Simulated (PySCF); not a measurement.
Compound: C3H7P.
Atom-mapped SMILES: `[CH3:1][P:2]1[CH2:3][CH2:4]1` (hydrogens: H5, H6, H7 on C1; H8, H9 on C3; H10, H11 on C4)

Cartesian coordinates in Å at the PBE0-D3(BJ)/def2-SVP level; atoms count from 1:
```
atom  x, y, z in Å
C1     1.5363    0.1522    0.0932
P2    -0.0475   -0.2441    0.9770
C3    -1.1109   -0.7566   -0.4511
C4    -1.2554    0.6852   -0.0765
H5     1.3839    0.3820   -0.9723
H6     2.2247   -0.7027    0.1745
H7     2.0178    1.0170    0.5755
H8    -1.9376   -1.4328   -0.2113
H9    -0.6125   -0.9997   -1.3950
H10   -2.1828    0.9967    0.4150
H11   -0.8533    1.4392   -0.7605
```

Method: TDDFT B3LYP/def2-SVPD, vertical, gas phase, core orbitals frozen in the response (PySCF 2.14.0, density-fitted response routines).

Transition dipole moments from the ground state, in atomic units and in the frame of the coordinates above (overall signs are arbitrary), for the states with f of 0.002 or more among the lowest 7:

| state | E (eV) | μx | μy | μz |
| --- | --- | --- | --- | --- |
| S1 | 6.452 | 0.047 | -0.438 | -0.117 |
| S2 | 6.659 | 0.259 | 0.058 | -0.079 |
| S3 | 6.669 | -0.404 | -0.079 | 0.133 |
| S4 | 6.800 | 0.027 | -0.254 | -0.069 |
| S5 | 6.950 | -0.016 | 0.208 | 0.056 |
| S6 | 7.176 | 0.802 | -0.041 | 0.467 |
| S7 | 7.430 | -0.274 | 0.155 | -0.679 |

Problem. What oscillator strength does each state have?

Solution. f = (2/3) ΔE |μ|² with ΔE in hartree (27.2114 eV).

```
state  |μ|² (au)  |μ| (D)      f
   S1      0.208     1.16  0.033
   S2      0.077     0.70  0.012
   S3      0.187     1.10  0.031
   S4      0.070     0.67  0.012
   S5      0.047     0.55  0.008
   S6      0.863     2.36  0.152
   S7      0.559     1.90  0.102
```

Problem. Which bond between heavy atoms lies closest to the direction of the S6 transition dipole?

Solution. P2–C4 and P2–C3, at 29° from it; next C1–P2 at 61°.

Problem. What angle do the transition dipoles of S4 and S6 make?

Solution. |cos θ| = |μa·μb| / (|μa| |μb|) = 0.00, so θ ≈ 90° (taken between 0 and 90°, since the signs are arbitrary).

Problem. How is the summed strength of these states shared among x, y and z?

Solution. (2/3) Σ ΔE μα² gives 0.165 for x, 0.055 for y and 0.130 for z, 0.349 in all.

The vertical ionisation energy (ΔSCF) is 9.22 eV, 1.79 eV above S7.

Without π bonds the low states may be Rydberg-like; a valence basis with one diffuse set may place them up to an eV too high.
